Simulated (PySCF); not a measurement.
**C2H3Al (ethynylalumane), step by step**

We compute a geometry optimisation (B3LYP/6-31G**), then a single-point energy (CCSD(T)/ANO-pVDZ), then the vertical excitations (TDA-N12/pcseg-0) of C2H3Al (ethynylalumane). 

The results are computed with PySCF 2.14.0.

1 further run of the same task is left out (for a faulty analytic Hessian).

### 1 The system as given

C2H3Al: 6 atoms, total charge 0, spin state singlet. As SMILES, `C#[C][AlH2]`. All atoms were displaced at random from a relaxed shape. The run starts from this shape.

Bond lengths: C1–C2 1.243 Å, C2–Al3 1.889 Å, C1–H4 1.022 Å, Al3–H5 1.675 Å, Al3–H6 1.545 Å. Angles: C1–C2–Al3 171.0°, C2–C1–H4 178.3°, C2–Al3–H5 111.5°, C2–Al3–H6 126.8°, H5–Al3–H6 121.3°.

### 2 A geometry optimisation at B3LYP/6-31G(d,p) (sfX2C, density fitting with def2-universal-jkfit, spherical functions) (run 1)

File job.py:

```python
from pyscf import gto, dft
from pyscf.geomopt.geometric_solver import kernel as optimise

mol = gto.Mole()
mol.atom = '''
C     -0.766704    -1.648931    -0.314728
C     -0.165445    -0.578211    -0.123679
Al     0.483786     1.157350     0.245540
H     -1.244980    -2.542551    -0.449425
H      1.353313     1.774229    -1.046922
H      0.419510     1.900207     1.598800
'''
mol.max_memory = 1860
mol.verbose = 3
mol.basis = '6-31g**'
mol.charge = 0
mol.build()

ks = dft.RKS(mol, xc='b3lyp')
ks = ks.sfx2c1e()
ks = ks.density_fit(auxbasis='def2-universal-jkfit')
converged, mol_eq = optimise(ks, maxsteps=100)
print('converged:', converged)
print(mol_eq.tostring())

ks.reset(mol_eq)
mol = mol_eq
ks.kernel()
e_final = ks.e_tot
print('E = %.10f Eh' % e_final)
```

Command:

```bash
OMP_NUM_THREADS=1 python job.py
```

The log of the run:

```text
maxiter                   100
----------------------------------------------------------
Custom engine selected.
Bonds will be generated from interatomic distances less than 1.20 times sum of covalent radii
18 internal coordinates being used (instead of 18 Cartesians)
Internal coordinate system (atoms numbered from 1):
Distance 1-2
Distance 1-4
Distance 2-3
Distance 3-5
Distance 3-6
Angle 2-3-6
Angle 5-3-6
LinearAngleX 2-1-4
LinearAngleY 2-1-4
LinearAngleX 1-2-3
LinearAngleY 1-2-3
Out-of-Plane 3-2-5-6
Translation-X 1-6
Translation-Y 1-6
Translation-Z 1-6
Rotation-A 1-6
Rotation-B 1-6
Rotation-C 1-6
> ===== Optimization Info: ====
> Job type: Energy minimization
> Maximum number of optimization cycles: 100
> Initial / maximum trust radius (Angstrom): 0.100 / 0.300
> Convergence Criteria:
> Will converge when all 5 criteria are reached:
>  |Delta-E| < 1.00e-06
>  RMS-Grad  < 3.00e-04
>  Max-Grad  < 4.50e-04
>  RMS-Disp  < 1.20e-03
>  Max-Disp  < 1.80e-03
> === End Optimization Info ===

Geometry optimization cycle 1
Cartesian coordinates (Angstrom)
 Atom        New coordinates             dX        dY        dZ
[... 9 lines left out ...]
converged SCF energy = -320.790458811433
[... 22 lines left out ...]
converged SCF energy = -320.796102985141
[... 45 lines left out ...]
converged SCF energy = -320.797423281273
[... 45 lines left out ...]
converged SCF energy = -320.79758362856
[... 45 lines left out ...]
converged SCF energy = -320.797654801078
[... 45 lines left out ...]
converged SCF energy = -320.797666574918
[... 35 lines left out ...]
Converged! =D
[... 1 line left out ...]
converged: True
C          -0.77095866       -1.63509549       -0.28917486
C          -0.25221995       -0.54656744       -0.10755021
Al          0.55866419        1.15617042        0.17350971
H          -1.22508959       -2.58825363       -0.44731285
H           1.36572972        1.82368044       -1.01089039
H           0.40251439        1.85499350        1.58315835
converged SCF energy = -320.797666654698
E = -320.7976666547 Eh
```

Wall time 98 s (1 thread of Intel Xeon at 2.50GHz (Skylake/Cascade Lake), shared host); peak memory 0.61 GiB.

The path in brief:

| step | energy from the first frame kept (eV) | largest force (eV/Å) |
| --- | --- | --- |
| 0 | 0.0000 | 4.2595 |
| 1 | -0.1536 | 0.6365 |
| 2 | -0.1544 | 1.3753 |
| 3 | -0.1895 | 0.1641 |
| 4 | -0.1922 | 0.1177 |
| 5 | -0.1939 | 0.0843 |
| 6 | -0.1953 | 0.0544 |
| 7 | -0.1958 | 0.0403 |
| 8 | -0.1961 | 0.0168 |
| 9 | -0.1961 | 0.0057 |
| 10 | -0.1961 | 0.0033 |

After the run. Bond lengths: C1–C2 1.219 Å, C2–Al3 1.907 Å, C1–H4 1.068 Å, Al3–H5 1.581 Å, Al3–H6 1.581 Å. Angles: C1–C2–Al3 179.9°, C2–C1–H4 180.0°, C2–Al3–H5 118.9°, C2–Al3–H6 119.0°, H5–Al3–H6 122.1°.

### 3 A single-point energy at CCSD(T)/ANO-pVDZ (run 3)

File run.py:

```python
from pyscf import gto, cc

mol = gto.M(
    atom=[
    ('C', (-0.770959, -1.635095, -0.289175)),
    ('C', (-0.252220, -0.546567, -0.107550)),
    ('Al', (0.558664, 1.156170, 0.173510)),
    ('H', (-1.225090, -2.588254, -0.447313)),
    ('H', (1.365730, 1.823680, -1.010890)),
    ('H', (0.402514, 1.854994, 1.583158)),
],
    max_memory=1860,
    verbose=4,
    basis='ano-pvdz',
)

mf = mol.RHF()
mf.kernel()

mycc = cc.CCSD(mf, frozen=7)
mycc.kernel()
e_t = mycc.ccsd_t()
e_tot = mycc.e_tot + e_t
print('Final energy', e_tot)
```

Command:

```bash
OMP_NUM_THREADS=1 python run.py
```

The log of the run:

```text
PySCF version 2.14.0

[INPUT] num. atoms = 6
[INPUT] num. electrons = 28
[INPUT] charge = 0
[INPUT] spin (= nelec alpha-beta = 2S) = 0
[INPUT] symmetry False subgroup None
[INPUT] Mole.unit = angstrom
[INPUT] Symbol           X                Y                Z      unit          X                Y                Z       unit  Magmom
[INPUT]  1 C     -0.770959000000  -1.635095000000  -0.289175000000 AA   -1.456901363269  -3.089881737646  -0.546461552071 Bohr   0.0
[INPUT]  2 C     -0.252220000000  -0.546567000000  -0.107550000000 AA   -0.476626723138  -1.032861938725  -0.203240044697 Bohr   0.0
[INPUT]  3 Al     0.558664000000   1.156170000000   0.173510000000 AA    1.055721955654   2.184844653438   0.327886379873 Bohr   0.0
[INPUT]  4 H     -1.225090000000  -2.588254000000  -0.447313000000 AA   -2.315084577943  -4.891091200810  -0.845299061958 Bohr   0.0
[INPUT]  5 H      1.365730000000   1.823680000000  -1.010890000000 AA    2.580855660102   3.446255738847  -1.910305242062 Bohr   0.0
[INPUT]  6 H      0.402514000000   1.854994000000   1.583158000000 AA    0.760641221303   3.505430622711   2.991735031914 Bohr   0.0

nuclear repulsion = 69.2221667420286
number of shells = 29
number of NR pGTOs = 603
number of NR cGTOs = 61
basis = ano-pvdz
ecp = {}

******** <class 'pyscf.scf.hf.RHF'> ********
method = RHF
initial guess = minao
damping factor = 0
level_shift factor = 0
DIIS = <class 'pyscf.scf.diis.CDIIS'>
diis_start_cycle = 1
diis_space = 8
diis_damp = 0
SCF conv_tol = 1e-09
SCF conv_tol_grad = None
SCF max_cycles = 50
direct_scf = True
direct_scf_tol = 1e-13
Set gradient conv threshold to 3.16228e-05
Initial guess from minao.
```

Wall time 2.5 min (1 thread of Intel Xeon at 2.50GHz (Skylake/Cascade Lake), shared host).

The run was cut off at its time limit.

### 4 The vertical excitations at TDA-N12/pcseg-0 (sfX2C, density fitting with def2-universal-jkfit, spin of roots singlet) (run 4)

File geometry.xyz:

```xyz
6
C2H3Al
C     -0.770959    -1.635095    -0.289175
C     -0.252220    -0.546567    -0.107550
Al     0.558664     1.156170     0.173510
H     -1.225090    -2.588254    -0.447313
H      1.365730     1.823680    -1.010890
H      0.402514     1.854994     1.583158
```

File run.py:

```python
from pyscf import gto, dft, tdscf

system = gto.M(
    atom='geometry.xyz',
    max_memory=1860,
    basis='pcseg-0',
    verbose=4,
)

myscf = dft.RKS(system, xc='n12')
myscf = myscf.x2c()
myscf = myscf.density_fit(auxbasis='def2-universal-jkfit')
myscf.kernel()

e_final = myscf.e_tot
print('E(%s) = %.9f' % ('N12', e_final))

td = tdscf.TDA(myscf)
td.nstates = 6
td.kernel()
td.analyze()
roots = td.e * 27.211386
osc = td.oscillator_strength()
print('state   eV      nm      f')
for i, (w, f) in enumerate(zip(roots, osc), 1):
    print('%3d %9.4f %8.1f %9.5f' % (i, w, 1239.842 / w, f))
```

Command:

```bash
OMP_NUM_THREADS=1 python run.py
```

The log of the run:

```text
PySCF version 2.14.0

[... 74 lines left out ...]
converged SCF energy = -320.322322245132
[... 27 lines left out ...]
** Transition electric dipole moments (AU) **
[... 8 lines left out ...]
** Transition velocity dipole moments (imaginary part, AU) **
state          X           Y           Z        Dip. S.      Osc.
  1        -0.0000      0.0000      0.0000      0.0000      0.0000
  2         0.0125      0.0261      0.0043      0.0009      0.0030
  3         0.0000     -0.0000      0.0000      0.0000      0.0000
  4         0.0625     -0.0337      0.0236      0.0056      0.0164
  5         0.0001     -0.0000     -0.0001      0.0000      0.0000
  6        -0.0636     -0.1335     -0.0220      0.0223      0.0551

** Transition magnetic dipole moments (imaginary part, AU) **
state          X           Y           Z
  1        -0.2995     -0.6290     -0.1041
  2        -0.0001      0.0002      0.0002
  3        -0.3848     -0.8078     -0.1330
  4        -0.3825      0.0124      1.0302
  5        -0.0080     -0.0164     -0.0026
  6        -0.0002      0.0002     -0.0005
state   eV      nm      f
  1    4.2280    293.2   0.00000
  2    5.1669    240.0   0.07580
  3    5.2338    236.9   0.00000
  4    6.2087    199.7   0.03300
  5    6.8786    180.2   0.00000
  6    7.3516    168.6   0.28061
```

Wall time 30 s (1 thread of Intel Xeon at 2.50GHz (Skylake/Cascade Lake), shared host); peak memory 0.29 GiB.

The roots found:

| excited state | energy (eV) | strength |
| --- | --- | --- |
| 1 | 4.228 | 0.0000 |
| 2 | 5.167 | 0.0758 |
| 3 | 5.234 | 0.0000 |
| 4 | 6.209 | 0.0330 |
| 5 | 6.879 | 0.0000 |
| 6 | 7.352 | 0.2806 |

### 5 Outcome

| quantity | value |
| --- | --- |
| run 1, B3LYP/6-31G**: total energy at the end | -320.79767 Eh |
| run 1, B3LYP/6-31G**: dipole moment | 0.72 D |
| run 1, B3LYP/6-31G**: HOMO energy | -7.49 eV |
| run 1, B3LYP/6-31G**: LUMO energy | -1.94 eV |
| run 1, B3LYP/6-31G**: HOMO–LUMO gap | 5.55 eV |
| run 4, TDA-N12/pcseg-0: ground-state or mean-field energy | -320.32232 Eh |
| run 4, TDA-N12/pcseg-0: dipole moment (N12 Kohn–Sham density) | 0.71 D |
| run 4, TDA-N12/pcseg-0: HOMO energy (N12 Kohn–Sham orbitals) | -6.67 eV |
| run 4, TDA-N12/pcseg-0: LUMO energy (N12 Kohn–Sham orbitals) | -2.47 eV |
| run 4, TDA-N12/pcseg-0: HOMO–LUMO gap (N12 Kohn–Sham orbitals) | 4.20 eV |
| run 4, TDA-N12/pcseg-0: lowest singlet excitation energy | 4.23 eV |
| run 3, CCSD(T)/ANO-pVDZ | no result (timeout) |

What this shows: The optimisation (run 1, B3LYP/6-31G**) took 10 steps and changed the energy by -0.196 eV. Mulliken charges (run 1, B3LYP/6-31G**) run from -0.14 on C1 to +0.31 on Al3. The brightest of the 6 transitions from the ground state lies at 7.35 eV (169 nm, f = 0.281); the lowest, at 4.23 eV, has f = 0.000. Roots above 6.7 eV lie over the negative of the HOMO energy, where those of Rydberg kind are poorly described; valence roots are less touched. Mulliken charges (run 4, TDA-N12/pcseg-0) of the mean-field density run from -0.40 on C2 to +0.95 on Al3. 1 of the 3 runs did not end normally.
